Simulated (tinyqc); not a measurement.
CCSD on RHF in the sto-3g basis, frozen core, for LiH, spin multiplicity 1, step by step. One step of it, computed by the program tinyqc.

Task: Iteration 1: building the Fock matrix. J_ij = sum D_kl (ij|kl), K_ij = sum D_kl (ik|jl); F = H + J - 0.5 K; E = tr D H + tr D J / 2 - 0.25 tr D K + E_nn.

D at the start, lower triangle:
```
            1Li 1s    1Li 2s   1Li 2px   1Li 2py   1Li 2pz     2H 1s
1Li 1s    2.075412
1Li 2s   -0.229157  1.042472
1Li 2px   0.000000  0.000000  0.000000
1Li 2py   0.000000  0.000000  0.000000  0.000000
1Li 2pz  -0.000367  0.011151  0.000000  0.000000  0.004716
2H 1s    -0.003270  0.083290  0.000000  0.000000  0.063501  0.859448
```

core Hamiltonian H = T + V (hartree), lower triangle:
```
            1Li 1s     1Li 2s    1Li 2px    1Li 2py    1Li 2pz      2H 1s
1Li 1s   -4.730346
1Li 2s   -1.062766  -1.392347
1Li 2px   0.000000   0.000000  -1.132830
1Li 2py   0.000000   0.000000   0.000000  -1.132830
1Li 2pz  -0.015476  -0.120382   0.000000   0.000000  -1.229484
2H 1s    -0.281780  -0.673480   0.000000   0.000000  -0.822080  -1.437133
```

Two-electron integrals (ij|kl) in chemists' order, unique and non-zero (hartree):
```
(11|11) 1.680395   (21|11) 0.265420   (21|21) 0.049941   (22|11) 0.397727
(22|21) 0.092860   (22|22) 0.290562   (31|31) 0.008981   (32|31) 0.013788
(32|32) 0.064184   (33|11) 0.396640   (33|21) 0.092880   (33|22) 0.290497
(33|33) 0.312946   (41|41) 0.008981   (42|41) 0.013788   (42|42) 0.064184
(43|43) 0.016869   (44|11) 0.396640   (44|21) 0.092880   (44|22) 0.290497
(44|33) 0.279207   (44|44) 0.312946   (51|51) 0.008981   (52|51) 0.013788
(52|52) 0.064184   (53|53) 0.016869   (54|54) 0.016869   (55|11) 0.396640
(55|21) 0.092880   (55|22) 0.290497   (55|33) 0.279207   (55|44) 0.279207
(55|55) 0.312946   (61|11) 0.066442   (61|21) 0.012566   (61|22) 0.023782
(61|33) 0.023503   (61|44) 0.023503   (61|51) 0.001486   (61|52) 0.002879
(61|55) 0.024352   (61|61) 0.003456   (62|11) 0.145654   (62|21) 0.034364
(62|22) 0.112430   (62|33) 0.106774   (62|44) 0.106774   (62|51) 0.005598
(62|52) 0.033010   (62|55) 0.123624   (62|61) 0.010312   (62|62) 0.070716
(63|31) 0.002857   (63|32) 0.013021   (63|53) 0.005175   (63|63) 0.005259
(64|41) 0.002857   (64|42) 0.013021   (64|54) 0.005175   (64|64) 0.005259
(65|11) 0.177441   (65|21) 0.042329   (65|22) 0.143836   (65|33) 0.134178
(65|44) 0.134178   (65|51) 0.008701   (65|52) 0.050515   (65|55) 0.162979
(65|61) 0.013248   (65|62) 0.099333   (65|65) 0.141709   (66|11) 0.323190
(66|21) 0.077618   (66|22) 0.277957   (66|33) 0.253755   (66|44) 0.253755
(66|51) 0.014729   (66|52) 0.104687   (66|55) 0.326001   (66|61) 0.024402
(66|62) 0.217027   (66|65) 0.317048   (66|66) 0.774606
```

nuclear repulsion = 0.97275223 hartree

Give: Coulomb J; exchange K; Fock matrix F; total energy of this density.

Result:

Coulomb J (hartree), lower triangle:
```
         1Li 1s  1Li 2s  1Li 2px  1Li 2py  1Li 2pz  2H 1s
1Li 1s    4.106
1Li 2s    0.703   1.363
1Li 2px   0.000   0.000    1.338
1Li 2py   0.000   0.000    0.000    1.338
1Li 2pz   0.015   0.103    0.000    0.000    1.406
2H 1s     0.181   0.616    0.000    0.000    0.808  1.671
```

exchange K (hartree), lower triangle:
```
         1Li 1s  1Li 2s  1Li 2px  1Li 2py  1Li 2pz  2H 1s
1Li 1s    3.423
1Li 2s    0.559   0.448
1Li 2px   0.000   0.000    0.087
1Li 2py   0.000   0.000    0.000    0.087
1Li 2pz   0.018   0.115    0.000    0.000    0.232
2H 1s     0.167   0.360    0.000    0.000    0.357  0.821
```

Fock matrix F (hartree), lower triangle:
```
         1Li 1s  1Li 2s  1Li 2px  1Li 2py  1Li 2pz   2H 1s
1Li 1s   -2.335
1Li 2s   -0.639  -0.253
1Li 2px   0.000   0.000    0.161
1Li 2py   0.000   0.000    0.000    0.161
1Li 2pz  -0.009  -0.075    0.000    0.000    0.061
2H 1s    -0.184  -0.238    0.000    0.000   -0.193  -0.177
```

total energy of this density = -7.66435 hartree

This density is the starting one; it is not idempotent, so its energy is not variational and may lie below the converged one.
